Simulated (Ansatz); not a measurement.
Relaxation of C3H4N (8 atoms, charge -1, multiplicity 1), to a largest force component of 0.015 eV/Å in at most 40 steps.

Computed with Ansatz, RKS BLYP/def2-SVP.

```xyz
8
Properties=species:S:1:pos:R:3:forces:R:3
C -0.098 1.847 -0.950 -0.06 1.00 0.02
N 0.034 0.574 -0.816 0.25 0.51 -1.02
C -0.397 -0.402 -0.039 -0.21 -0.84 0.03
C 0.198 -0.907 1.080 0.00 -0.30 0.71
H 0.567 2.143 -1.856 0.09 0.10 -0.15
H -1.226 -0.987 -0.468 -0.44 -0.23 -0.15
H -0.112 -1.855 1.498 -0.29 -0.63 0.29
H 1.033 -0.413 1.552 0.65 0.40 0.28
```

Where does it end, and by what steps?

The forces met the threshold. Limits of this set-up: an anion without diffuse functions. After 9 steps the energy has fallen by 0.107 eV; N2 moved furthest, 0.13 Å.

```
step  energy less start (eV)  largest force component (eV/Å)  accepted
   0                  0.0000                           1.022       yes
   1                 -0.0834                           0.380       yes
   2                 -0.0949                           0.202       yes
   3                 -0.0981                           0.135       yes
   4                 -0.0892                           0.201        no
   5                 -0.1034                           0.104       yes
   6                 -0.1053                           0.068       yes
   7                 -0.1066                           0.044       yes
   8                 -0.1069                           0.021       yes
   9                 -0.1069                           0.012       yes
```

```xyz
8
Properties=species:S:1:pos:R:3
C -0.006 1.848 -0.863
N -0.027 0.541 -0.926
C -0.416 -0.453 -0.084
C 0.192 -0.888 1.084
H 0.582 2.196 -1.811
H -1.268 -1.062 -0.467
H -0.108 -1.838 1.556
H 1.051 -0.345 1.510
```

Whether the end is a true minimum wasn't checked by a vibrational analysis.

The run took 16 s on 1 thread of Arm Neoverse V2, with other jobs on the host, peak memory 0.13 GiB.
